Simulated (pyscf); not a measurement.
**Four-centre exchange: HO–SiH₂–F + hydrogen chloride (HCl) -> HO–SiH(F)–Cl + hydrogen (H₂)**

Gas phase, singlet surface, charge 0. Bonds broken: Si2–H6, H5–Cl7. Bonds formed: Si2–Cl7, H5–H6. Optimised with ωB97X-D3(BJ)/def2-SVP in PySCF.

Transition state (Å):

```xyz
8

O      0.3050    -0.4204    -1.2336
Si    -0.1849     0.9144    -0.4311
F      0.2218     2.0987    -1.4658
H      0.2779    -1.2212    -0.6927
H      0.7530     0.9097     1.1161
H      0.9917     1.6064     0.5723
Cl    -0.0901    -0.4683     1.6645
H     -1.5449     1.2636    -0.0200
```

One imaginary mode, 818i cm⁻¹; descent along it reached the two sides named, in the forms told below.

```
bond     change  reactant side (Å)  saddle  product side
-------  ------  -----------------  ------  ------------
Si2–H6   breaks              1.475   1.694           3.2
H5–Cl7   breaks              1.296   1.706           4.0
Si2–Cl7   forms                3.7   2.512         2.048
H5–H6     forms                3.1   0.916         0.760
```

Electronic energies relative to the separated reactants (kcal/mol):

```
level                   barrier  reaction energy  reverse barrier
----------------------  -------  ---------------  ---------------
ωB97X-D3(BJ)/def2-TZVP     27.0            -23.9             50.9
PBE/def2-TZVP              21.2            -21.8             43.0
r²SCAN/def2-TZVP           22.3            -23.9             46.2
B3LYP-D3(BJ)/def2-TZVP     26.8            -22.0             48.8
PBE0-D3(BJ)/def2-TZVP      23.5            -22.2             45.7
M06-2X/def2-TZVP           27.3            -24.0             51.3
ωB97M-D3(BJ)/def2-TZVP     27.8            -22.0             49.8
HF/def2-TZVP               46.5            -18.6             65.1
```

With ωB97M-D3(BJ)/def2-TZVP energies and thermal terms (ideal gas, 1 atm, RRHO with modes under 100 cm⁻¹ raised to 100, one conformer, R ln 2 for chiral ones without a mode under 150 cm⁻¹), in kcal/mol:

```csv
T (K),ΔH‡,ΔG‡,ΔH,ΔG
298,27.8,38.5,-23.5,-21.8
600,27.6,49.4,-22.6,-20.4
900,27.8,60.2,-22.1,-19.4
1200,28.2,70.9,-21.8,-18.6
```

On the reactant side the descent ends in a complex (not fully relaxed), 4.1 kcal/mol under the separated species and 31.1 kcal/mol under the saddle at ωB97X-D3(BJ)/def2-TZVP. This is the saddle that the search found; another between the same sides may lie lower.
